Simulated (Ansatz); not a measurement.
## Enthalpy of formation of wurtzite AgI: levels of theory against measurement

Reference value: -0.321 ± 0.002 eV/atom (measured, 298 K, copied from a table, unchecked, not corrected to a static lattice; as tabulated in Wang et al. (2021), doi:10.1038/s41598-021-94550-5).

Task: What do LDA, PBE, PBE-D4, HSE06, PBE0 give, and how far is each from the reference?

Result: 
```
level (code)     value (eV/atom)  difference (eV/atom)
---------------  ---------------  --------------------
LDA (Ansatz)              -0.148                +0.173
PBE (Ansatz)              -0.272                +0.049
PBE-D4 (Ansatz)           -0.166                +0.155
HSE06 (Ansatz)            -0.423                -0.102
PBE0 (Ansatz)             -0.432                -0.111
```

Once the reference is moved by up to 0.030 eV/atom (a margin picked here for doubts on the reference and the settings, and for temperature and zero-point motion) and values within 0.010 eV/atom count as equal, the nearest can be PBE (+0.049 eV/atom), HSE06 (-0.102 eV/atom) or PBE0 (-0.111 eV/atom).

The measured value isn't corrected to a static lattice, so vibrations enter the comparison.  Density-functional levels without +SOC have no spin–orbit coupling, which shifts binding energies of heavy elements. HSE06: exact exchange on metals is sensitive to the k mesh and can open a false gap. Each level is taken at its own relaxed cell. Ansatz's density-functional and Hartree–Fock values are scalar-relativistic unless marked +SOC, with PAW data made under PBE.

Differences are worked out from the printed values.

Ansatz is a first-principles code.
